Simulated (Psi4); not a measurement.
**B3LYP/aug-cc-pVDZ (density fitting with cc-pvtz-jkfit, sweep point 4) run of H3PO (SMILES O=[PH3])**

We compute a geometry optimisation of H3PO. 

The results are computed with Psi4 1.11.

3 further runs of the same task are left out: 3 set aside as unsound or not needed.

## 1. The structure to begin with

The species is H3PO (5 atoms), meant as a singlet with charge 0. As SMILES, `O=[PH3]`. Geometry: relaxed at GFN2-xTB. The run starts from this shape.

Bond lengths: O1–P2 1.453 Å, P2–H3 1.388 Å, P2–H4 1.387 Å, P2–H5 1.387 Å. Angles: O1–P2–H3 115.2°, O1–P2–H4 115.3°, O1–P2–H5 115.2°, H3–P2–H4 103.2°, H3–P2–H5 103.0°, H4–P2–H5 103.2°.

## 2. A geometry optimisation at B3LYP/aug-cc-pVDZ (density fitting with cc-pvtz-jkfit, sweep point 4)

File h3op.in:

```
memory 1.6 GB

molecule m {
  0 1
  O     -2.61152592    -0.62034039     1.00712954
  P     -0.11056788    -0.02768449     0.04257553
  H      1.52512237     1.06743070     1.77520872
  H      1.25413564    -2.07552400    -0.85961752
  H     -0.05716422     1.65611818    -1.96529627
  units au
  symmetry c1
}

set basis aug-cc-pVDZ
set puream true
set scf_type df
set dft_radial_points 99
set dft_spherical_points 590
set df_basis_scf cc-pvtz-jkfit
set g_convergence gau_tight
set geom_maxiter 50

E, wfn = optimize('b3lyp', return_wfn=True)
print_variables()
```

Run with:

```bash
$ psi4 -n 1 h3op.in h3op.out
```

h3op.out:

```text
[...]
  Running in c1 symmetry.
[...]
  Nuclear repulsion =   66.903001442541282
[...]
  Multiplicity = 1
[...]
  Nalpha       = 13
  Nbeta        = 13
[...]
    Number of basis functions: 77
[...]
   @DF-RKS iter   1:  -418.14114400305050    1.02556e-01   9.91768e-03 DIIS/ADIIS
[...]
   @DF-RKS iter   5:  -418.39021392599386   -7.95808e-13   1.05412e-09 DIIS
[...]
    Orbital Energies [Eh]
    ---------------------
    Doubly Occupied:
       1A    -77.196127     2A    -19.116546     3A     -6.654760
       4A     -4.816604     5A     -4.816604     6A     -4.816325
       7A     -0.971440     8A     -0.660815     9A     -0.451632
      10A     -0.451632    11A     -0.396022    12A     -0.290834
      13A     -0.290834
[...]
  @DF-RKS Final Energy:  -418.39021392599386
   => Energetics <=
    Nuclear Repulsion Energy =             64.1472737247176497
    One-Electron Energy =                -704.2456936861536860
    Two-Electron Energy =                 248.2906957300844795
    DFT Exchange-Correlation Energy =     -26.5824896946422200
    Empirical Dispersion Energy =           0.0000000000000000
    VV10 Nonlocal Energy =                  0.0000000000000000
    Total Energy =                       -418.3902139259938053
[...]
 Multipole Moments:
 ------------------------------------------------------------------------------------
     Multipole            Electronic (a.u.)      Nuclear  (a.u.)        Total (a.u.)
 ------------------------------------------------------------------------------------
 L = 1.  Multiply by 2.5417464519 to convert [e a0] to [Debye]
 Dipole X            :         -1.0142762            2.4116973            1.3974211
 Dipole Y            :         -0.2408381            0.5726640            0.3318259
 Dipole Z            :          0.3911700           -0.9301071           -0.5389370
 Magnitude           :                                                    1.5340623
[...]
  -Total Gradient:
     Atom            X                  Y                   Z
    ------   -----------------  -----------------  -----------------
       1       -0.000000616015    -0.000000233626     0.000000261127
       2        0.000000899600     0.000000738275    -0.000000475841
       3        0.000000623173    -0.000000034220     0.000000161930
       4        0.000000609364    -0.000000175357    -0.000000294967
       5        0.000000210774     0.000000188841    -0.000000442126
[...]
    Final optimized geometry and variables:
    Molecular point group: c1
    Full point group: C1
    Geometry (in Bohr), charge = 0, multiplicity = 1:
    O           -1.847954788028    -0.438805695852     0.712692019736
    P            0.771171248315     0.183118619601    -0.297414038442
    H            2.505988635727     1.311244243224     1.443312291324
    H            2.230201185328    -1.888502472290    -1.241876312534
    H            0.891577071628     1.913588500353    -2.371868637322
  Variable Map:
  ----------------------------------------------------------------------------
  "CURRENT ENERGY"              =>    -418.390213925994
  "CURRENT REFERENCE ENERGY"    =>    -418.390213925994
  "DD SOLVATION ENERGY"         =>       0.000000000000
[...]
```

The script printed:

```text
Optimizer: Optimization complete!
```

It took 86 s on 1 thread of Intel Xeon Platinum 8259CL at 2.50GHz (Skylake/Cascade Lake), shared host; peak memory 0.97 GiB.

Step by step:

```csv
step,energy from the first frame kept (eV),largest force (eV/Å)
0,0.0000,4.5805
1,-0.2106,1.1250
2,-0.2235,0.2274
3,-0.2246,0.0374
4,-0.2247,0.0447
5,-0.2247,0.0168
6,-0.2247,0.0015
7,-0.2247,0.0001
```

After the run. Bond lengths: O1–P2 1.522 Å, P2–H3 1.431 Å, P2–H4 1.431 Å, P2–H5 1.431 Å. Angles: O1–P2–H3 116.6°, O1–P2–H4 116.6°, O1–P2–H5 116.6°, H3–P2–H4 101.4°, H3–P2–H5 101.4°, H4–P2–H5 101.4°.

## 3. Results

Level: B3LYP/aug-cc-pVDZ (density fitting with cc-pvtz-jkfit, sweep point 4).

| quantity | value |
| --- | --- |
| total energy at the end | -418.39021 Eh |
| dipole moment | 3.90 D |
| HOMO energy | -7.91 eV |
| LUMO energy | -0.88 eV |
| HOMO–LUMO gap | 7.04 eV |

What this shows: At the final geometry: Bond lengths: O1–P2 1.522 Å, P2–H3 1.431 Å, P2–H4 1.431 Å, P2–H5 1.431 Å. Angles: O1–P2–H3 116.6°, O1–P2–H4 116.6°, O1–P2–H5 116.6°, H3–P2–H4 101.4°, H3–P2–H5 101.4°, H4–P2–H5 101.4°. The optimisation took 8 steps and changed the energy by -0.225 eV.
